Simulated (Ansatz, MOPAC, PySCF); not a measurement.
The scaffold HS-X carries different groups X. Isolated molecules, 0 K electronic values unless said otherwise. One relaxed conformer stands for each flexible species; it need not be the lowest. Strings in code marks are SMILES.

Quantity: vertical ionisation energy (energy after one electron is removed minus that of the parent at the parent's geometry), in eV.

Level 1: frozen-core MP2/cc-pVTZ // B3LYP-D3(BJ)/def2-TZVP (Ansatz, a program for electronic structure)
Level 2: minus the HOMO energy of B3LYP/6-31G* // B3LYP-D3(BJ)/def2-TZVP (PySCF)
Level 3: minus the HOMO energy of PM3 // B3LYP-D3(BJ)/def2-TZVP (MOPAC)
Level 4: HF/6-31G* // B3LYP-D3(BJ)/def2-TZVP (PySCF)

```json
[
 {"species": "`SS` (H–S–S–H torsion 90°)", "level 1": "10.08", "level 2": "7.28", "level 3": "9.94", "level 4": "9.63"},
 {"species": "`[SH][GeH3]`", "level 1": "9.74", "level 2": "6.90", "level 3": "9.50", "level 4": "8.64"},
 {"species": "`S`", "level 1": "10.33", "level 2": "7.12", "level 3": "9.65", "level 4": "9.26"},
 {"species": "`CN(C)S` (C–N–S–H torsion 67°)", "level 1": "9.26", "level 2": "6.40", "level 3": "9.35", "level 4": "7.88"},
 {"species": "`C[S@](=O)S` (O–S–S–H torsion 85°)", "level 1": "9.93", "level 2": "6.82", "level 3": "9.53", "level 4": "8.12"}
]
```
